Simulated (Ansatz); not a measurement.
This script drives the Python package of Ansatz (0.2.0).

`ch4bn_pa.py`
```python
import ansatz as az
from ase import Atoms
import numpy as np


def main() -> None:
    atoms = Atoms(["B", "N", "C", "H", "H", "H", "H"], positions=[
        (-0.9645, 0.2307, -0.638),
        (-0.1342, -0.7374, 0.045),
        (0.9264, -0.3976, 0.6248),
        (-1.9314, -0.07, -1.1848),
        (-0.7202, 1.4147, -0.687),
        (1.5596, -1.1443, 1.1231),
        (1.3255, 0.636, 0.6712),
    ])
    geometry = az.Crystal.molecule_from_ase(atoms)

    calculation = geometry.calculation()
    calculation = calculation.basis(gaussian="def2-SVP")
    calculation = calculation.functional("PBE0")
    calculation = calculation.scf(lower_state_search="off")
    symbols = [site.symbol for site in geometry.cartesian_sites]
    start = np.array([site.position_ang for site in geometry.cartesian_sites], dtype=float)
    rep = calculation.relax(force_tolerance=0.01, max_steps=100).run(threads=1, backend="cpu").report
    end = np.array(rep["positions_ang"])

    away = sum((end[1] - end[j]) / np.linalg.norm(end[1] - end[j]) for j in [0, 2]) + np.array([0.15, 0.1, -0.2])
    proton = end[1] + 1.0 * away / np.linalg.norm(away)
    acid = az.Crystal.molecule()
    for symbol, place in zip(symbols, end):
        acid = acid.atom(symbol, place.tolist())
    acid = acid.atom("H", proton.tolist())
    protonated = (
        acid.calculation()
        .basis(gaussian="def2-SVP")
        .functional("PBE0")
        .scf(lower_state_search="off")
        .charge(1)
        .relax(force_tolerance=0.01, max_steps=80)
    )
    after = protonated.run(threads=1, backend="cpu").report
    xyz = np.array(after["positions_ang"])
    reach = np.linalg.norm(xyz[:-1] - xyz[-1], axis=1)
    print(f"base {rep['free_energy_ev']:.5f} eV, protonated {after['free_energy_ev']:.5f} eV")
    print(f"the proton ends {reach.min():.3f} A from {symbols[reach.argmin()]}{reach.argmin()}")
    print(f"electronic proton affinity {96.485332 * (rep['free_energy_ev'] - after['free_energy_ev']):.1f} kJ/mol")


if __name__ == "__main__":
    main()
```

It is started by `python ch4bn_pa.py`. Estimate its wall time and peak memory on 1 thread of Arm Neoverse V1, with other jobs on the host.

It took about 50 s, with a peak of 0.2 GiB, for 2 runs of the engine.

```console
$ python ch4bn_pa.py
base -3261.62243 eV, protonated -3270.28432 eV
the proton ends 1.026 A from N1
electronic proton affinity 835.7 kJ/mol
```

These settings explore the input space; basis and method may be short of convergence. The proton is put on one chosen atom, which needn't be the most basic site, so the molecule's proton affinity can be higher; the ends are stationary points, not checked by frequencies, and zero-point and thermal terms count only where printed.
